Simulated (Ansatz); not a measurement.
Input file:

```yaml
crystal:
  periodic: [false, false, false]
  atoms:
    - {symbol: As, position_ang: [0.000000, -0.081970, 0.000000]}
    - {symbol: F, position_ang: [0.000000, 0.203857, -1.769710]}
    - {symbol: F, position_ang: [0.000000, 0.203857, 1.769710]}
    - {symbol: H, position_ang: [0.000000, -1.591993, 0.000000]}
basis:
  gaussian: {orbitals: cc-pVDZ}
total_charge: 1
magnetization: {spin_polarized: true, initial_magnetization: 3}
correlation: {method: ccsdt_q, electrons: outside_noble_gas}
```

```sh
$ ansatz run in.yaml --threads 2 --pin off --events-out ev --progress --plain --max-ram 24576MiB --backend cuda --devices 0, --max-vram 18GiB
```

Log:

```
1114 factors; integrals over basis functions are off by at most 1.9e-7 eV
mean field evaluation 1: about -66201.5156 eV, gradient 3.8e1 eV
mean field evaluation 2: about -66201.5861 eV, gradient 3.7e1 eV
mean field evaluation 4: about -66207.1899 eV, gradient 3.3e0 eV
mean field evaluation 8: about -66207.4110 eV, gradient 1.6e-1 eV
mean field evaluation 16: about -66207.4115 eV, gradient 3.8e-3 eV
mean field evaluation 32: about -66207.4994 eV, gradient 1.2e0 eV
mean field evaluation 64: about -66207.4115 eV, gradient 1.7e-4 eV
mean field evaluation 96: about -66204.9577 eV, gradient 9.4e0 eV
mean field evaluation 128: about -66207.4471 eV, gradient 1.2e0 eV
mean field evaluation 160: about -66205.4455 eV, gradient 1.1e0 eV
...
mean field -66208.15512451 eV, -2433.1048233265 hartree, gradient 3.5e-6 eV, S^2 3.780590; 21 other end points of the search recorded, 0 dependent functions left out
determinant -66208.15512451 eV, -2433.1048233265 hartree, with singles and doubles -66220.18615537 eV, -2433.5469555555 hartree
determinant -66208.02240635 eV, -2433.0999460241 hartree, with singles and doubles -66219.88421186 eV, -2433.5358593361 hartree
determinant -66207.41153993 eV, -2433.0774970971 hartree, with singles and doubles -66220.36885358 eV, -2433.5536695910 hartree
determinant -66207.32008339 eV, -2433.0741361312 hartree, with singles and doubles -66219.79236362 eV, -2433.5324839755 hartree
determinant -66206.99291278 eV, -2433.0621128329 hartree, with singles and doubles -66219.48466274 eV, -2433.5211761768 hartree
determinant -66206.32831275 eV, -2433.0376892323 hartree, with singles and doubles -66219.75694234 eV, -2433.5311822675 hartree
determinant -66205.52558565 eV, -2433.0081895557 hartree, with singles and doubles -66219.26675097 eV, -2433.5131680669 hartree
determinant -66205.31978681 eV, -2433.0006265879 hartree, with singles and doubles -66216.23754964 eV, -2433.4018469714 hartree
determinant -66205.02804739 eV, -2432.9899053618 hartree, with singles and doubles -66218.58812664 eV, -2433.4882290827 hartree
determinant -66208.15512451 eV, -2433.1048233265 hartree, with singles and doubles -66220.32593896 eV, -2433.5520925078 hartree
determinant -66208.02240635 eV, -2433.0999460241 hartree, with singles and doubles -66219.89845807 eV, -2433.5363828747 hartree
determinant -66207.41153993 eV, -2433.0774970971 hartree, with singles and doubles -66220.40621404 eV, -2433.5550425624 hartree
16 core orbitals not correlated: weight in the atoms' cores, before any rotation towards them, 0.998 or more for the frozen orbitals, at most 0.002 for the correlated occupied ones
reference -66207.41153993 eV, -2433.0774970971 hartree; 11, 8 occupied and 33, 36 virtual orbitals, 1114 factors
second order -12.21452520 eV of doubles, -0.00000000 eV of singles
...
cycle  15  -13.48441882 eV  change   -1.6e-4 eV  update   1.5e-4
cycle  16  -13.48455426 eV  change   -1.4e-4 eV  update   8.0e-5
cycle  17  -13.48459335 eV  change   -3.9e-5 eV  update   5.1e-5
cycle  18  -13.48463267 eV  change   -3.9e-5 eV  update   3.0e-5
cycle  19  -13.48466493 eV  change   -3.2e-5 eV  update   1.5e-5
cycle  20  -13.48467988 eV  change   -1.5e-5 eV  update   7.7e-6
cycle  21  -13.48467748 eV  change    2.4e-6 eV  update   4.2e-6
cycle  22  -13.48467609 eV  change    1.4e-6 eV  update   2.1e-6
cycle  23  -13.48467404 eV  change    2.1e-6 eV  update   1.1e-6
cycle  24  -13.48467220 eV  change    1.8e-6 eV  update   6.1e-7
perturbative correction -0.08339702 eV, -0.0030647840 hartree
WARN: these amplitudes may be one of several solutions (largest doubles amplitude 0.16, level shift 0.56 eV)
Total energy: -66220.97960915 eV, -2433.5761144442 hartree
```

The determinant lies 0.74 eV above the lowest one of its kind in the log. Its ⟨S²⟩ is 3.86 against 3.75 for a pure state. The T1 diagnostic is 0.058.

Ran on 2 threads of AMD EPYC 7R13 with a shared H100 80 GB, shared host: 63 s wall, 0.95 GiB peak host memory.
